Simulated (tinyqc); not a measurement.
Pariser-Parr-Pople SCF with singles CI, for the molecule c1c[cH-]nc1 (SMILES; centres numbered as the heavy atoms are written), step by step. One step of it, computed by the program tinyqc.

Task: Iteration 1: Fock matrix. F_rr = H_rr + P_rr gamma_rr / 2 + sum_(s != r) P_ss gamma_rs; F_rs = H_rs - P_rs gamma_rs / 2; E = tr P (H + F) / 2 + core repulsion sum_(r<s) z_r z_s gamma_rs.

P at the start, order 1C, 2C, 3C, 4N, 5C:
```
[[1.204021, 0.651235, -0.252943, -0.242460, 0.641484],
 [0.651235, 1.204021, 0.641484, -0.242460, -0.252943],
 [-0.252943, 0.641484, 1.202123, 0.650842, -0.245091],
 [-0.242460, -0.242460, 0.650842, 1.187713, 0.650842],
 [0.641484, -0.252943, -0.245091, 0.650842, 1.202123]]
```

core matrix H (eV), order 1C, 2C, 3C, 4N, 5C:
```
[[-37.374089, -2.350000, 0.000000, 0.000000, -2.350000],
 [-2.350000, -37.373362, -2.350000, 0.000000, 0.000000],
 [0.000000, -2.350000, -37.484482, -2.470000, 0.000000],
 [0.000000, 0.000000, -2.470000, -40.734545, -2.470000],
 [-2.350000, 0.000000, 0.000000, -2.470000, -37.481451]]
```

repulsion gamma_rs (eV), order 1C, 2C, 3C, 4N, 5C:
```
[[11.130000, 7.552804, 5.520570, 5.587911, 7.552804],
 [7.552804, 11.130000, 7.554850, 5.587182, 5.518526],
 [5.520570, 7.554850, 11.130000, 7.729197, 5.519866],
 [5.587911, 5.587182, 7.729197, 12.300000, 7.730255],
 [7.552804, 5.518526, 5.519866, 7.730255, 11.130000]]
```

Centres (angstrom, eV; a flat drawing with bonds scaled to 1.40 angstrom):
```
centre          x          y  core charge z          W   gamma_rr
1C       1.191000   0.000000              1  11.160000  11.130000
2C       0.368000   1.133000              1  11.160000  11.130000
3C      -0.963000   0.700000              1  11.160000  11.130000
4N      -0.963000  -0.700000              1  14.100000  12.300000
5C       0.368000  -1.133000              1  11.160000  11.130000
```

Give: F; pi energy.

Result:

F (eV), order 1C, 2C, 3C, 4N, 5C:
```
[[0.7727, -4.8093, 0.6982, 0.6774, -4.7725],
 [-4.8093, 0.7725, -4.7732, 0.6773, 0.6979],
 [0.6982, -4.7732, 0.7640, -4.9852, 0.6764],
 [0.6774, 0.6773, -4.9852, -1.3909, -4.9856],
 [-4.7725, 0.6979, 0.6764, -4.9856, 0.7634]]
```

pi energy = -71.7248 eV
